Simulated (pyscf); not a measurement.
Structures and frequencies: ωB97X-D3(BJ)/def2-SVP in PySCF.

### Question
Estimate the classical barrier height and the reaction energy of H₃Ge–O–GeH₃ + water (H₂O) → HO–GeH₂–O–GeH₃ + hydrogen (H₂) at ωB97M-D3(BJ)/def2-TZVP. The step runs on the singlet surface, breaks Ge–H, H–O and forms Ge–O, H–H; take the separated reactants as zero.

### Answer
ΔE‡ = 1.83 eV, ΔE = -0.28 eV. Zero-point energy shifts the barrier by -0.04 eV. It is a four-centre exchange, with an imaginary mode of 1465i cm⁻¹. This is the saddle that the search found; another between the same sides may lie lower. Elements up to Kr have no core potential and no relativistic terms here.
